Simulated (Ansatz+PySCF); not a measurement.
## singlet SiH4: levels of theory in one basis

```xyz
5

Si    0.0000    0.0000    0.0000
H     0.9308    0.9308    0.9308
H     0.9308   -0.9308   -0.9308
H    -0.9308    0.9308   -0.9308
H    -0.9308   -0.9308    0.9308
```

Basis set: def2-SVP (spherical functions). Correlated methods keep 5 orbitals frozen. Charge 0, multiplicity 1.

Computed with Ansatz (development build ahead of 0.2.0); each method stands on the lowest determinant of its kind that the runs found. NEVPT2 correlates all electrons. Active spaces start from the frontier orbitals, and the lowest solution found is given.

| method | E − E(RHF) (eV) | <S²> of the determinant |
| --- | --- | --- |
| RHF | 0.00 | 0.00 |
| RHF-MP2 | -3.16 | – |
| RHF-CCSD | -4.01 | – |
| RHF-CCSD(T) | -4.09 | – |
| SC-NEVPT2(8,8) | -3.60 | – |

(1) What does CASSCF(8,8) give on the same scale?

(2) Is a single determinant a sound starting point here?

## Answers

(1) -1.79 eV.

(2) By this sign, yes. Unrestricted orbitals gain 0.00 eV and <S²> is 0.00 against 0.00 for a pure state. The CASSCF(8,8) natural occupations are 1.98, 1.97, 1.97, 1.97, 0.04, 0.02, 0.02, 0.02.
